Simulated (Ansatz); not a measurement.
C2H2S, SMILES `C#CS`, relaxed with RKS PBE0-D4/def2-TZVP in the Gaussian-basis code of Ansatz from a PBE-D4/def2-SVP geometry. The force threshold is 0.005 eV/Å; the program also tests the step.

Total charge 0; spin multiplicity 1.

Start:

```xyz
5

C     0.267    1.164    0.428
C    -0.166    0.058    0.122
S    -0.882   -1.440   -0.221
H     0.660    2.137    0.689
H     0.121   -1.919   -1.017
```

(1) How much energy does the relaxation release, and in how many steps? (An estimate is asked.)

(2) Which bonds change most? (Best estimate.)

(3) Give the relaxed structure. (Estimate.)

Answers

(1) Computed: 0.04 eV, in 5 steps.

(2) Computed: C1–C2 from 1.227 to 1.204 Å; S3–H5 from 1.367 to 1.346 Å; C1–H4 from 1.080 to 1.064 Å; C2–S3 from 1.695 to 1.679 Å.

(3) The calculation gave: 
```xyz
5

C     0.263    1.148    0.421
C    -0.162    0.062    0.121
S    -0.869   -1.422   -0.219
H     0.650    2.105    0.679
H     0.119   -1.892   -1.003
```
